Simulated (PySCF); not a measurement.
# Cl, SMILES `[Cl]` (charge 0, multiplicity 2)

These are PySCF 2.14.0 with PBE0-D4/def2-TZVP values and carry that method's errors.

```yaml
highest_occupied_spin_orbital: -9.54 eV
dipole_moment: 0.00 D
total_energy: -459.9974 Ha
cost: about 2.0 core-seconds (a rough figure)
```

```xyz
1

Cl     0.0000     0.0000     0.0000
```
Charge 0, spin multiplicity 2.
